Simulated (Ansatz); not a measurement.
A made-up structure of CH$_{4}$AlSi, doublet:

C1  (-0.700, 0.494, -0.487)
Si2  (-1.654, -0.901, -0.584)
Al3  (1.423, 0.267, 0.642)
H4  (-2.104, -2.241, -0.444)
H5  (-1.099, 1.371, -0.928)
H6  (1.775, -1.167, 1.213)
H7  (2.412, 1.498, 0.800)
(Å)

It is relaxed with PBE-D4/def2-SVP and then PBE0-D4/def2-TZVP (Ansatz 0.2.0). Atoms count as bonded within 1.22 times the sum of their covalent radii (H–H: 0.88 Å). The end point is not checked to be a true minimum.

(1) Does its bonding change? (Judge from chemistry; the calculation decides.)

## Answers

(1) The calculation gives: Yes. Formed: C1–Al3; broken: none.

Where it ends: The first stage lowers the energy by 1.89 eV in 10 steps. It ends as CH₄AlSi ([AlH2][CH][SiH]):
C1  (-0.603, 0.551, -0.454)
Si2  (-1.663, -0.779, -0.622)
Al3  (1.024, 0.152, 0.473)
H4  (-1.243, -2.102, -0.049)
H5  (-0.835, 1.539, -0.842)
H6  (1.263, -1.327, 0.998)
H7  (2.109, 1.288, 0.707)
(Å)

Labels in which every atom is bracketed show which atoms are joined, not bond orders.

For scale, one of the runs: PBE0-D4/def2-TZVP relaxation, 129 basis functions, launched by `ansatz run in.yaml --threads 2 --pin off --events-out ev --progress --plain --max-ram 4352MiB`. The run took about 22 s on 2 CPU threads of an Arm Neoverse V1 (shared host).
